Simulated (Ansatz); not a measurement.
# CH₃FS₂: up Jacob's ladder to CCSD(T)

One table from this session's results is given with a row withheld; the runs are named, their logs left out.

The runs use Ansatz 0.2.0, Gaussian basis; functionals in def2-TZVPP, the program's frozen cores in correlated methods.

Plan: LDA (SPW92), PBE-D4, revPBE-D4, BLYP-D4, r2SCAN-D4, B97M-V, PBE0-D4, B3LYP-D4, r2SCANh-D4, r2SCAN0-D4, HSE06-D4, BHLYP-D4, CAM-B3LYP-D4, LC-ωPBE, ωB97X-V, ωB97M-V, B2PLYP, PBE-QIDH; CCSD(T)/def2-SVP; CCSD(T)/def2-TZVPP; MP2/def2-QZVPP; extrapolation to the limit; RPA on PBE.

**The geometry**

All runs share one geometry, relaxed beforehand with PBE0-D4 in a triple-zeta def2 set.

SMILES `FC(S)S`, 7 atoms, charge 0, spin multiplicity 1.

Atoms are counted from 1 here; the program's logs count them from 0.

Bond lengths: F1–C2 1.370 Å, C2–S3 1.794 Å, C2–S4 1.816 Å, C2–H5 1.090 Å, S3–H6 1.346 Å, S4–H7 1.342 Å. Angles: F1–C2–S3 112.0°, F1–C2–S4 105.8°, F1–C2–H5 107.5°, S3–C2–S4 109.7°, S3–C2–H5 110.6°, S4–C2–H5 111.1°, C2–S3–H6 96.0°, C2–S4–H7 94.8°.

Set-up of the first run:

Contents of in.yaml:

```yaml
crystal:
  periodic: [false, false, false]
  atoms:
    - {symbol: F, position_ang: [-0.720662, -1.494257, 0.468718]}
    - {symbol: C, position_ang: [-0.297347, -0.256636, 0.062705]}
    - {symbol: S, position_ang: [1.324930, 0.147133, 0.713792]}
    - {symbol: S, position_ang: [-0.229547, -0.328384, -1.750213]}
    - {symbol: H, position_ang: [-1.037158, 0.470200, 0.398456]}
    - {symbol: H, position_ang: [0.908002, 0.433478, 1.961495]}
    - {symbol: H, position_ang: [0.112983, 0.960565, -1.900752]}
basis:
  gaussian: {orbitals: def2-TZVPP}
hamiltonian: {xc: lda}
output: {orbitals: {seedname: orbitals}}
```

On the command line:

```console
ansatz run in.yaml --threads 2 --pin off --events-out ev --progress --plain --max-ram 4352MiB
```

Among the steps run: LDA; PBE-D4 (GGA); revPBE-D4 (GGA); BLYP-D4 (GGA); r2SCAN-D4 (meta-GGA); B97M-V (meta-GGA); PBE0-D4 (hybrid); B3LYP-D4 (hybrid); r2SCANh-D4 (hybrid); r2SCAN0-D4 (hybrid); HSE06-D4 (hybrid); BHLYP-D4 (hybrid); CAM-B3LYP-D4 (range-separated); LC-ωPBE (range-separated); ωB97X-V (range-separated); ωB97M-V (range-separated); B2PLYP (double hybrid); PBE-QIDH (double hybrid).

One of the session's tables, all rows but one given; the rest of the session is left out.

It belongs to the step «Orbital energies across the functionals». 

```
  functional  HOMO (eV)  gap (eV)
 LDA (SPW92)      -6.28      4.77
      PBE-D4      -6.15      4.84
   revPBE-D4          ?         ?
     BLYP-D4      -6.01      4.80
   r2SCAN-D4      -6.43      5.38
      B97M-V      -6.52      5.44
     PBE0-D4      -7.42      7.09
    B3LYP-D4      -7.18      6.59
  r2SCANh-D4      -6.90      6.21
  r2SCAN0-D4      -7.60      7.43
    HSE06-D4      -7.01      6.30
    BHLYP-D4      -8.55      9.19
CAM-B3LYP-D4      -8.78      9.52
     LC-ωPBE     -10.19     12.20
     ωB97X-V      -9.81     11.66
     ωB97M-V      -9.63     11.26
```

Estimate the missing values for revPBE-D4.

The run gave: HOMO (eV): -6.10; gap (eV): 4.88. In the column «HOMO (eV)» it lies between PBE-D4 (-6.15) and BLYP-D4 (-6.01).
